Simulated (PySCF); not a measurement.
# Basis-set dependence of CF at CCSD(T)

PySCF, UHF reference; doublet, unpaired electrons π ↑; De to C + F without counterpoise correction. Frozen cores follow the default of each basis and core potential.

```tsv
basis	relativity	functions	Re (Å)	ωe (cm⁻¹)	De (eV)	frozen orbitals
STO-3G	no relativity	10	1.319	1440	n/a	2
6-311G(d,p)	no relativity	36	1.280	1313	5.23	2
def2-SVPD	no relativity	43	1.287	1283	5.37	2
pcseg-2	no relativity	60	1.279	1308	5.56	2
def2-TZVPP	no relativity	62	1.278	1312	5.53	2
def2-TZVPPD	no relativity	77	1.280	1300	5.54	2
```

Q: How does each smaller set differ from the one with most functions, def2-TZVPPD?

A: STO-3G: +3.9 pm, +10.8 % in ωe; 6-311G(d,p): +0.0 pm, +1.0 % in ωe, -0.31 eV in De; def2-SVPD: +0.7 pm, -1.3 % in ωe, -0.17 eV in De; pcseg-2: -0.1 pm, +0.6 % in ωe, +0.02 eV in De; def2-TZVPP: -0.2 pm, +0.9 % in ωe, -0.01 eV in De. All at CCSD(T); the set with most functions is neither the basis-set limit nor always the best.

Correlated steps freeze 2 core orbitals. Correlated levels converge slowly with the basis: in double zeta they bind strong bonds too weakly, by up to about 1 eV, and carry superposition errors of some tenths. STO-3G is very small, so such numbers show the basis as much as the molecule. The state is the lowest determinant that a PBE0 search found; another state may lie lower at other levels.
